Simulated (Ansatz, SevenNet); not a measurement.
**Body-centred tetragonal In: properties by level of theory**

Reference values: lattice constant a 3.252 Å (measured, 293 K, no zero-point or thermal correction; as tabulated in Wikipedia's data pages); lattice parameter c 4.947 Å (measured, 293 K, no zero-point or thermal correction; as tabulated in Wikipedia's data pages).

| level (code) | lattice parameter a (Å) | lattice parameter c (Å) |
|---|---|---|
| SevenNet-l3i5 | 3.216 | 5.356 |
| BLYP (Ansatz) | 3.463 | 5.172 |
| PBE+SOC (Ansatz) | 3.302 | 5.029 |
| PBEsol-D3(BJ) (Ansatz) | 3.169 | 4.834 |

Differences from the reference values (errors of the level alone only where the reference is corrected to a static lattice):

```json
[
 {"level": "SevenNet-l3i5", "lattice constant a (%)": "-1.11", "lattice parameter c (%)": "+8.27"},
 {"level": "BLYP", "lattice constant a (%)": "+6.49", "lattice parameter c (%)": "+4.55"},
 {"level": "PBE+SOC", "lattice constant a (%)": "+1.54", "lattice parameter c (%)": "+1.66"},
 {"level": "PBEsol-D3(BJ)", "lattice constant a (%)": "-2.55", "lattice parameter c (%)": "-2.28"}
]
```

Nearest: lattice constant a, not ranked (reference at room or unstated temperature); lattice parameter c, not ranked (reference at room or unstated temperature).

Machine-learned potentials (SevenNet-l3i5) are trained on DFT data: a solid inside that data is no test of them.

Caveats: the cell is over a tenth larger than the published one: the level's own overestimate first of all, though another phase or state, or a fault of the published cell, is possible (BLYP). Ansatz's density-functional and Hartree–Fock values are scalar-relativistic unless marked +SOC, with PAW data made under PBE.

Differences are worked out from the printed values.

The computed numbers hold no vibrational or temperature effects.

Ansatz is a program for electronic structure.
